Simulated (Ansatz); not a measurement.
## Ansatz (development build ahead of 0.2.0) run

```yaml
crystal:
  periodic: [false, false, false]
  atoms:
    - { symbol: "N", position_ang: [-0.04962, -0.00137, -0.30883] }
    - { symbol: O, position_ang: [0.01347, 1.04545, 0.14579] }
    - { symbol: O, position_ang: [-0.01216, -1.04466, 0.14245] }
basis:
  gaussian: { orbitals: aug-cc-pVDZ }
magnetization:
  spin_polarized: true
  initial_magnetization: 1
hamiltonian:
  xc: hf
correlation:
  method: mp2
  frozen_orbitals: { "N": 1, O: 1 }
```

The input is written out in the form of the current development build from the run's settings.

Results

```yaml
Converged: yes
Reference_energy: -204.06720 hartree
Correlation_energy: -0.54862 hartree
Total_energy: -204.61582 hartree
Spin_squared_of_the_determinant: 0.766
```
